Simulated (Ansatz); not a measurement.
Molecule: HS, net charge -1, singlet state. Whether it binds its extra electron was not tested at this geometry. SMILES: [SH-]
Structure (B3LYP-D3(BJ)/def2-TZVP (Ansatz, a quantum-chemistry and plane-wave program) minimum search):
```
S
H 1 1.3491
```
Charge -1, spin multiplicity 1.

Give the harmonic wavenumbers at B3LYP-D3(BJ)/def2-TZVP (Ansatz, finite differences of forces, unscaled).

2598 cm⁻¹. Zero-point energy 3.7 kcal/mol.

From these and the geometry, give the ideal-gas thermochemistry at 298.15 K and 1 atm (rigid rotor, harmonic oscillator).

Point group C∞v, rotational symmetry number 1. Rotational constants 284.1, 284.1 GHz. S(trans) 36.42, S(rot) 8.12, S(vib) 0.00, S(elec, spin only) 0.00, S 44.5 cal/(mol K). H(298) - H(0) 2.07 kcal/mol; G - E(el) -7.5 kcal/mol.
